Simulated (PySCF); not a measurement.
# Working with the constants of BH

RHF-CCSD(T) constants of BH, ¹Σ⁺ (singlet), closed shell (basis B cc-pVTZ, H cc-pVTZ; no relativity; PySCF 2.14; masses 11.0093 and 1.0078 u):

- ωe: 2350.8 cm⁻¹
- ωexe: 48.9 cm⁻¹
- Be: 11.963 cm⁻¹
- αe: 0.421 cm⁻¹
- D (centrifugal): 0.00124 cm⁻¹
- De to B + H: 3.61 eV

Give the band origin of the fundamental and the first lines of its P and R branches.

ν0 = ωe − 2ωexe = 2253.0 cm⁻¹, B0 = 11.752, B1 = 11.331 cm⁻¹.

| J″ | P(J″) − ν0 | R(J″) − ν0 |
| --- | --- | --- |
| 0 |  | 22.658 |
| 1 | -23.500 | 44.444 |
| 2 | -47.812 | 65.329 |
| 3 | -72.907 | 85.283 |
| 4 | -98.755 | 104.275 |
| 5 | -125.325 | 122.277 |
| 6 | -152.589 | 139.258 |

Near which J would the R branch turn back, without centrifugal distortion?

At J ≈ (B0 + B1)/(2(B0 − B1)) − 1 ≈ 26.

Measured values (Huber and Herzberg, Constants of Diatomic Molecules (1979)): ωe = 2366.9 cm⁻¹, ωexe = 49.395 cm⁻¹, Be = 12.021 cm⁻¹, αe = 0.412 cm⁻¹.

Correlated steps freeze 1 core orbital. Where the molecule has an RHF reference, its open-shell atoms are computed with UHF.
